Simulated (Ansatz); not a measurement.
# PHF2 (quintet): the correlation ladder, def2-TZVPP

The task here is to estimate one member of a computed series from the others.

Program: Ansatz 0.2.0, Gaussian basis. Level of theory: def2-TZVPP, core rule «outside noble gas», up to 7 orbitals frozen. These are calculated values, not measurements.

Plan: UHF; ROHF; CCSD(T) on UHF.

2 further runs of the same task are left out: 2 set aside as unsound or not needed.

### The geometry

The geometry is a PBE0/def2-TZVP stationary point (not a proven minimum) of the parent state, kept for this charge and spin.

4 atoms, charge 0, spin multiplicity 5.

Atoms are counted from 1 here; the program's logs count them from 0.

Bond lengths: F1–P2 1.632 Å, P2–F3 1.632 Å, P2–H4 1.402 Å. Angles: F1–P2–F3 164.9°, F1–P2–H4 97.6°, F3–P2–H4 97.6°.

Set-up of the first run:

File in.yaml:

```yaml
crystal:
  periodic: [false, false, false]
  atoms:
    - {symbol: F, position_ang: [0.000000, -0.118388, 1.617771]}
    - {symbol: P, position_ang: [0.000000, 0.096465, 0.000000]}
    - {symbol: F, position_ang: [0.000000, -0.118388, -1.617771]}
    - {symbol: H, position_ang: [0.000000, 1.498583, 0.000000]}
basis:
  gaussian: {orbitals: def2-TZVPP}
magnetization: {spin_polarized: true, initial_magnetization: 4}
hamiltonian: {xc: hf}
output: {orbitals: {seedname: orbitals}}
```

Started as:

```console
$ ansatz run in.yaml --threads 1 --pin off --events-out ev --progress --plain --max-ram 4096MiB --backend cpu
```

Steps of the session up to this table: UHF; ROHF; CCSD(T) on UHF.

One of the session's tables, all rows but one given; the rest of the session is left out.

```
  method  from UCCSD(T) (kJ/mol)
    ROHF                       ?
     UHF                 +1708.6
    UMP2                   +97.7
   UCCSD                   +62.6
UCCSD(T)                       0
```

Q: Estimate the row for ROHF from the others.

**Answer.** from UCCSD(T) (kJ/mol): +1733.4. In the column «from UCCSD(T) (kJ/mol)» it is the highest.
